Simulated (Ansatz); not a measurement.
Start from `COCC#N` and change one atom or group to get `CCCOC`.

Ansatz, PBE0-D4/def2-TZVP geometries, multiplicity 1. Each molecule was computed in one conformer, which needn't be the lowest.

```csv
property,`COCC#N`
LUMO energy (PBE0/def2-TZVPP) / eV,0.06
HOMO–LUMO gap (PBE0/def2-TZVPP) / eV,8.55
LUMO energy (PBE/def2-TZVPP) / eV,-1.04
HOMO energy (PBE0/def2-TZVPP) / eV,-8.49
size of the dipole moment (ωB97M-V/def2-TZVPP) / D,3.23
HOMO–LUMO gap (ωB97M-V/def2-TZVPP) / eV,13.02
```

Q: What does the change do to each property? (Best estimate.)

A: Computed: 
| property | `CCCOC` | shift |
| --- | --- | --- |
| LUMO energy (PBE0/def2-TZVPP) / eV | 1.29 | 1.23 |
| HOMO–LUMO gap (PBE0/def2-TZVPP) / eV | 8.64 | 0.09 |
| LUMO energy (PBE/def2-TZVPP) / eV | 0.49 | 1.53 |
| HOMO energy (PBE0/def2-TZVPP) / eV | -7.35 | 1.14 |
| size of the dipole moment (ωB97M-V/def2-TZVPP) / D | 1.05 | -2.18 |
| HOMO–LUMO gap (ωB97M-V/def2-TZVPP) / eV | 12.49 | -0.53 |

With PBE0 the HOMO rises by 1.14 eV and the LUMO rises by 1.23 eV, so the gap widens by about 0.09 eV. PBE moves the HOMO by 1.06 eV and ωB97M-V by 1.14 eV. The zero-point energy changes by 151.2 kJ/mol with +15 modes. Dipoles are sizes alone; their direction can turn.
